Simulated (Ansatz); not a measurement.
Born–Oppenheimer molecular dynamics of CH7OSi (10 atoms, charge 0, multiplicity 2). It starts at the highest image of a converged band. Of that band: The profile has 2 maxima (images 2, 4) with wells between them (image 3): this band takes more than one step, which may be the mechanism or a detour left from its start path. A vibrational analysis at the climbing image gives one clearly imaginary mode, 153i cm⁻¹, and a faint second one (21i cm⁻¹) that may be numerical noise or a soft torsion: probably a first-order saddle point.

The calculation used UKS PBE0-D4/6-31G* in Ansatz.

* ensemble: NVE (velocity Verlet)
* time step: 0.5 fs
* steps asked: 200
* starting velocities drawn for: 300 K
* seed: 2398

First frame:

```xyz
10
Properties=species:S:1:pos:R:3
Si 0.243 0.268 -0.248
H -0.578 -0.536 2.199
H 1.692 0.619 -0.175
C -0.854 1.755 -0.604
H -1.911 1.471 -0.596
H -0.707 2.535 0.149
H -0.621 2.181 -1.587
H 0.039 -0.850 -1.216
O -0.880 -0.841 3.069
H -0.295 -1.583 3.263
```

(1) How far do the bonds stretch over the last three quarters of this one trajectory? (Pairs bonded in most of those frames.)

Results:

(1) 
```csv
bond,mean (Å),spread (Å),shortest,longest
Si1–H3,1.494,0.013,1.47,1.52
Si1–C4,1.893,0.017,1.86,1.91
Si1–H8,1.494,0.006,1.48,1.50
H2–O9,0.969,0.017,0.94,1.00
C4–H5,1.095,0.007,1.08,1.11
C4–H6,1.096,0.017,1.07,1.12
C4–H7,1.099,0.028,1.06,1.14
O9–H10,0.969,0.023,0.93,1.01
```

Mean temperature of the second half: 195 K. The conserved energy stayed within 0.24 meV per atom of its start (net change 0.12 meV per atom), so the integration is sound. A run of 0.1 ps of so small a system gives no equilibrium averages.

Run time: 3.9 min on 1 thread of AMD EPYC 9R45 96-Core Processor (Zen 5), on a shared host, peak memory 0.17 GiB.
